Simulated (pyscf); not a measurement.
Concerted fragmentation: F–Si•(F)–F + H₂ → HF + F–Si:–F [singlet] + H•

Gas phase, doublet surface, charge 0. Bonds broken: F1–Si2, H5–H6. Bonds formed: F1–H5. Structures and frequencies: ωB97X-D3(BJ)/def2-SVP in PySCF.

Transition state (Å):

```xyz
6

F     -0.5990     0.8749     0.2570
Si     0.6993     0.9518    -1.1746
F      1.7526     0.2659    -0.1013
F      0.0897    -0.4039    -1.8578
H     -0.3209     0.0533     0.8878
H      0.1392    -0.7880     1.3902
```

One imaginary mode, 2255i cm⁻¹; descent along it reached the two sides named, in the forms told below.

| bond | change | reactant side (Å) | saddle | product side |
|---|---|---|---|---|
| F1–Si2 | breaks | 1.614 | 1.934 | 2.360 |
| H5–H6 | breaks | 0.759 | 1.083 | 2.6 |
| F1–H5 | forms | 2.6 | 1.073 | 0.936 |

Electronic energies relative to the separated reactants (kJ/mol):

```tsv
level	barrier	reaction energy	reverse barrier
ωB97X-D3(BJ)/def2-TZVP	342.2	+320.5	21.7
PBE/def2-TZVP	276.9	+311.1	-34.2
r²SCAN/def2-TZVP	314.3	+353.4	-39.0
B3LYP-D3(BJ)/def2-TZVP	304.8	+323.6	-18.9
PBE0-D3(BJ)/def2-TZVP	314.4	+319.7	-5.3
M06-2X/def2-TZVP	347.3	+332.1	15.1
ωB97M-D3(BJ)/def2-TZVP	322.7	+299.8	22.9
HF/def2-TZVP	411.5	+313.7	97.8
```

With ωB97M-D3(BJ)/def2-TZVP energies and thermal terms (ideal gas, 1 atm, RRHO with modes under 100 cm⁻¹ raised to 100, one conformer, R ln 2 for chiral ones without a mode under 150 cm⁻¹), in kJ/mol:

| T (K) | ΔH‡ | ΔG‡ | ΔH | ΔG |
|---|---|---|---|---|
| 298 | 310.4 | 338.1 | +292.5 | +253.5 |
| 600 | 310.5 | 366.2 | +293.1 | +213.6 |
| 900 | 312.3 | 393.8 | +292.7 | +173.9 |
| 1200 | 314.7 | 420.6 | +291.9 | +134.5 |

On the product side the descent ends in a complex, 19.8 kJ/mol under the separated species and 41.5 kJ/mol under the saddle at ωB97X-D3(BJ)/def2-TZVP. At B3LYP-D3(BJ), PBE0-D3(BJ) the saddle lies under the separated products, which points to a path from their complex (located at ωB97X-D3(BJ) alone), and parting the products costs more than the saddle. At PBE, r²SCAN this geometry lies under the product side: in single points on another level's saddle the reverse barrier vanishes, and the forward threshold there is about the reaction energy. The same reactants have a lower exit, to F–SiH(F)–F + H• (barrier +47.0 kJ/mol at ωB97M-D3(BJ)/def2-TZVP, against +322.7 kJ/mol here). One saddle was located; it need not be the lowest between these sides.
